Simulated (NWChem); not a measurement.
Species: NO₂, doublet; SMILES O=N[O]

```xyz
3

O     -1.0929     0.0000    -0.1377
N      0.0000     0.0000     0.3148
O      1.0929     0.0000    -0.1377
```
Atoms are numbered in this order, from 1.

Computed with NWChem. Spin-unrestricted. In the optimisation the excess spin sits in a1 (C2v, its own frame). The geometry was optimised at PBE0/def2-SVP, spin-unrestricted. No stability test was run on the SCF state. Vertical excitations in the gas phase; the lowest state need not have the same character in each row. Excited states of an open shell can be spin-contaminated.

```tsv
level	lowest excitation (eV)	oscillator strength of that lowest state	lowest empty minus highest occupied level, either spin (eV)
PBE/def2-SVPD, TDA	2.92	0.000	1.42
B3LYP/def2-SVPD, TDA	2.95	0.000	3.83
LRC-wPBEh/def2-SVPD, TDA	2.97	0.001	?
BHandHLYP/def2-SVPD, TDA	3.07	0.001	7.66
```

Q: Some entries are withheld; supply them.

A: 
- LRC-wPBEh/def2-SVPD, TDA, lowest empty minus highest occupied level, either spin (eV): 8.24
